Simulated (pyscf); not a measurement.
One four-centre exchange on the singlet surface with elements of a group swapped. ωB97M-D3(BJ)/def2-TZVP, kcal/mol, from the separated reactants. Structures and frequencies: ωB97X-D3(BJ)/def2-SVP in PySCF.

```
step                                                    barrier  reaction energy  imaginary mode (i cm⁻¹)
------------------------------------------------------  -------  ---------------  -----------------------
`[CH3][GaH2]` + `[OH2]` → `[CH3][GaH][OH]` + `[H][H]`         …                …                     1288
`[CH3][AlH2]` + `[OH2]` -> `[CH3][AlH][OH]` + `[H][H]`     -6.6            -30.7                     1280
`[CH3][InH2]` + `[OH2]` -> `[CH3][InH][OH]` + `[H][H]`     11.8             -5.6                     1200
```

Problem. What belongs in the gaps?

Solution. 
- `[CH3][GaH2]` + `[OH2]` → `[CH3][GaH][OH]` + `[H][H]`, barrier: 9.2
- `[CH3][GaH2]` + `[OH2]` → `[CH3][GaH][OH]` + `[H][H]`, reaction energy: -13.2

Row 1: On the reactant side the descent ends in an adduct with a Ga–O contact, 15.0 kcal/mol under the separated species and 22.8 kcal/mol under the saddle at ωB97X-D3(BJ)/def2-TZVP. Row 2: On the reactant side the descent ends in an adduct with a Al–O contact, 21.7 kcal/mol under the separated species and 14.4 kcal/mol under the saddle at ωB97X-D3(BJ)/def2-TZVP. Row 3: On the reactant side the descent ends in an adduct with a In–O contact, 13.7 kcal/mol under the separated species and 23.4 kcal/mol under the saddle at ωB97X-D3(BJ)/def2-TZVP. Each row is the saddle that its search found. Elements up to Kr have no core potential and no relativistic terms here. Elements past Kr carry the def2 core potentials, without spin-orbit coupling.
